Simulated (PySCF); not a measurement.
Molecule: `FCCl`, CH2ClF.

Bonds (- single, = double, # triple, : aromatic): F1-C2 1.345 Å, C2-Cl3 1.773 Å. C2 carries H4, H5.

Geometry PBE0-D3(BJ)/def2-SVP throughout; GIAO in PySCF 2.14.0 with density-fitted response routines, gas phase, one conformer, non-relativistic; equivalent atoms averaged; basis pcSseg-2.

Task: How do the absolute shieldings σ depend on the functional? (ppm; last column core-seconds on shared hosts with different chips, so compare them loosely; the GGAs took longer than the global hybrids here, which isn't the general rule, and the cause wasn't traced)

Result: 
```
functional                    kind     F1     C2    Cl3  H4/H5  core-s
        HF            Hartree–Fock  394.9  107.4  805.2  26.22     1.8
       LDA                     LDA  347.7   76.0  705.6  24.54     4.4
       PBE                     GGA  342.3   77.5  717.1  25.01     5.6
      BLYP                     GGA  338.3   72.2  695.4  25.17     5.6
      BP86                     GGA  343.9   77.5  717.1  25.08     5.3
      OPBE                     GGA  347.8   85.4  749.1  25.09     5.6
       KT2                     GGA  339.8   83.5  736.7  25.02     5.9
       KT3                     GGA  339.7   83.2  737.6  25.23     5.9
     B97-D                     GGA  345.3   78.6  721.1  25.25     5.6
     B3LYP           global hybrid  354.5   80.4  721.7  25.41     3.7
      PBE0           global hybrid  361.1   87.1  748.0  25.35     3.6
  mPW1PW91           global hybrid  361.5   86.4  746.1  25.41     3.7
      WP04           global hybrid  354.2   70.6  705.2  25.80     4.8
     B97-2           global hybrid  359.6   86.7  748.4  25.45     4.4
 BHandHLYP           global hybrid  372.4   91.0  753.9  25.70     4.4
 CAM-B3LYP  range-separated hybrid  364.2   85.1  730.4  25.44     5.8
   wB97X-D  range-separated hybrid  365.8   88.0  748.4  25.54     5.6
   LC-wPBE  range-separated hybrid  375.8   92.1  756.9  25.57     8.1
```

Task: Which nucleus moves most, in ppm?

Result: Cl3 (chlorine bonded to C): from 695.4 ppm with BLYP to 805.2 ppm with HF. The smallest spread is 1.69 ppm, at H4/H5. Proton shifts span only some 12 ppm, so a few tenths of a ppm matter as much there as several ppm in carbon.
